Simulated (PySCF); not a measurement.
Geometries of 2 isomers of [C4H3OS]- (charge -1), from PySCF 2.14.0, PBE0-D3(BJ)/def2-SVP geometry optimisation, gas phase. One conformer each, no zero-point energy, no frequencies.

**Question.** Which is lower in electronic energy at this level?
A.
```xyz
9
angstrom
O      2.571    0.676   -0.153
C      1.371    0.423   -0.090
C      0.626   -0.767    0.054
C     -0.784   -0.613    0.080
C     -1.243    0.673   -0.036
S      0.085    1.794   -0.188
H      1.146   -1.725    0.135
H     -1.466   -1.465    0.187
H     -2.278    1.015   -0.040
```
B.
```xyz
9
angstrom
S      2.841   -0.685    0.007
C      1.185   -0.312   -0.002
C      0.468    0.885    0.000
C     -0.921    0.563   -0.012
C     -0.996   -0.799   -0.021
O      0.250   -1.334   -0.015
H      0.926    1.872    0.009
H     -1.765    1.255   -0.014
H     -1.827   -1.503   -0.028
```

**Answer.** A. That is `[O-]c1cccs1`, 5.9 kcal/mol below the other.

```json
{"SMILES": "[O-]c1cccs1", "atoms numbered as above": "[O-:1][c:2]1[cH:3][cH:4][cH:5][s:6]1", "E (Eh)": "-626.98285", "relative (kcal/mol)": "0.0", "relative (kJ/mol)": "0.0", "dipole about centre of mass (D)": "2.79"}
{"SMILES": "[S-]c1ccco1", "atoms numbered as above": "[S-:1][c:2]1[cH:3][cH:4][cH:5][o:6]1", "E (Eh)": "-626.97338", "relative (kcal/mol)": "5.9", "relative (kJ/mol)": "24.9", "dipole about centre of mass (D)": "4.40"}
```
